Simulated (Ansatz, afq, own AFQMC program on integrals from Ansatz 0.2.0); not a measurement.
# Cu, doublet: AFQMC among the cluster methods

A free Cu atom.

Basis def2-TZVPP. Only valence electrons are correlated. AFQMC by an in-house program on the Cholesky factors that Ansatz 0.2.0 writes for its CCSD(T) run. ph-AFQMC/CISD is guided by a CISD state made of CCSD amplitudes; releasing the constraint for a short imaginary time cuts its bias at the price of noise, slowly where states lie close. Uncertainties: one standard error, sampling alone. The metal's outer-core s and p shells are frozen, which shifts wave-function levels against functionals.

Determinant: UHF, the one that the program's search chose, which needn't be the lowest solution.

No full CI on the walks' own integrals is used here; CCSDT(Q) serves as the reference and is uncertain by about the last step of the cluster series.

Cautions: no relativity below Rb; outer-core shells of the metal frozen; the released energies get too noisy after the second time (errors over twice the walk's own, or jumping), so no released level is given (meV from the phaseless value at times in 1/Eh: -30 ± 7 at 0.60, -38 ± 8 at 1.20, -52 ± 14 at 2.00, -80 ± 32 at 3.00, -159 ± 111 at 4.20), though the last usable value meets CCSDT(Q) within the noise; the ph-AFQMC/CISD walk drifts between its halves (2.4 errors).

- T1 diagnostic: 0.0224
- weight of the determinant in the CISD state: 0.928
- ⟨S²⟩ of the determinant: 0.752
- size of the correlated space: 11 electrons in 55 orbitals

```csv
level,correlation energy (eV)
MP2,-13.0830
CCSD,-11.4001
CCSD(T),-11.8635
```

Question: Estimate where phaseless AFQMC with the Hartree–Fock trial lies against CCSD(T) on the same integrals.

Answer: 0.11 ± 0.65 kcal/mol below CCSD(T). The gap is under twice the noise, so this walk alone can't tell the two apart.

Reference: CCSDT(Q), correlation energy -11.823 eV.

```
        level  E − E(reference) (kcal/mol)  share of correlation (%)
      CCSD(T)                        -0.94                    100.34
        CCSDT                        -0.22                    100.08
  ph-AFQMC/HF                 -1.05 ± 0.65                    100.38
ph-AFQMC/CISD                  0.80 ± 0.08                     99.71
```

A walk keeps the symmetry of its determinant, which the program's search chose and which needn't be the lowest solution, so a lower state of the same spin and another symmetry isn't excluded.
